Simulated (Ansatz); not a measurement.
The first iterations of a band of BH$_{4}$NO (7 atoms, charge 0, multiplicity 1).

Method: RKS PBE/def2-SVP in Ansatz 0.2.0.

```
movable images  : 7
climbing image  : yes
spring          : 50.0 eV/Å²
optimiser       : quadratic models (default)
start path      : through a guess of the saddle point
force threshold : 0.05 eV/Å
iteration limit : 60
end points      : relaxed
```

Image 0:

```xyz
7
Properties=species:S:1:pos:R:3
N -0.955 0.173 -0.446
B 0.298 0.154 0.198
O 1.033 -1.014 0.190
H -1.344 -0.645 -0.917
H -1.547 0.999 -0.479
H 0.702 1.170 0.746
H 1.874 -0.906 0.662
```

Image 8:

```xyz
7
Properties=species:S:1:pos:R:3
N -0.955 0.173 -0.446
B 0.298 0.154 0.198
O 1.034 -1.014 0.189
H -1.547 0.999 -0.476
H -1.344 -0.644 -0.920
H 0.702 1.169 0.748
H 1.874 -0.905 0.661
```

| iteration | highest image above the first end (eV) | largest band force component (eV/Å) |
| --- | --- | --- |
| 1 | 13.538 | 75.888 |
| 2 | 3.976 | 24.723 |
| 3 | 1.948 | 11.982 |

Does the band converge within its limit, and where does its top end?

The forces met the threshold. It ended after 10 iterations with the highest image 0.836 eV above the first end. Another band between the same ends (7 images) ends at a top of the same energy, where a vibrational analysis finds 1 clearly imaginary mode.

The run took 110 s on 1 thread of Intel(R) Xeon(R) Platinum 8488C (Sapphire Rapids), on a shared host, peak memory 0.11 GiB.
